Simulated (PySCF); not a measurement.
Working out the ionisation energy of Mg

Mg [Ne] 3s2 (1S) → Mg⁺ [Ne] 3s1 (2S). Computed with PySCF 2.14 in x2c-QZVPPall with one added diffuse shell each of s, p, d, f type (10s7p6d3f, 82 functions), with scalar relativity by spin-free X2C-1e. Frozen: 1s2. Energies in hartree (1 hartree = 27.21139 eV):

| part | Mg (lower) | Mg⁺ (upper) |
| --- | --- | --- |
| UHF | -199.921731 | -199.678629 |
| MP2 opposite-spin | -0.216018 | -0.189941 |
| MP2 same-spin | -0.071712 | -0.069333 |

Problem. What does Hartree-Fock give?

Solution. (-199.678629) − (-199.921731) = 0.243102 hartree = 6.615 eV.

Problem. What do MP2 and SCS-MP2 (6/5 opposite-spin, 1/3 same-spin) give?

Solution. The opposite-spin parts differ by 0.710 eV and the same-spin parts by 0.065 eV. MP2: 6.615 + (0.710) + (0.065) = 7.390 eV. SCS-MP2: 6.615 + 1.2 × (0.710) + (0.065)/3 = 7.489 eV.

Measured between the centres of the two terms (NIST): 7.646 eV, so MP2 (valence and next inner shell) is off by -0.256 eV.

What remains against the reference includes basis incompleteness, the frozen core and correlation beyond second order.
